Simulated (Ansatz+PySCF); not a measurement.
Values are calculated unless marked as measured or tabulated.
## Ansatz (development build ahead of 0.2.0) run

```yaml
crystal:
  periodic: [false, false, false]
  atoms:
    - { symbol: C, position_ang: [-0.02672, -0.42492, -0.09245] }
    - { symbol: O, position_ang: [-0.01462, -0.42676, 1.18499] }
    - { symbol: "N", position_ang: [0.04844, 0.668, -0.85783] }
    - { symbol: H, position_ang: [0.04993, -1.36023, -0.64199] }
    - { symbol: H, position_ang: [-0.02392, 0.57221, -1.89689] }
    - { symbol: H, position_ang: [-0.04206, 1.61317, -0.40962] }
basis:
  gaussian: { orbitals: def2-SVP }
magnetization:
  spin_polarized: true
hamiltonian:
  xc: hf
scf:
  omitted_lower_state_checks: [stability, starts, atomic_configurations, cluster_reference, orbital_swaps, given_window_search, neighbouring_geometries, increment]
```

The input is written out in the form of the current development build from the run's settings.

Results

```yaml
Converged: yes
Total_energy: -168.78999 hartree
Spin_squared_of_the_determinant: 0.000
```
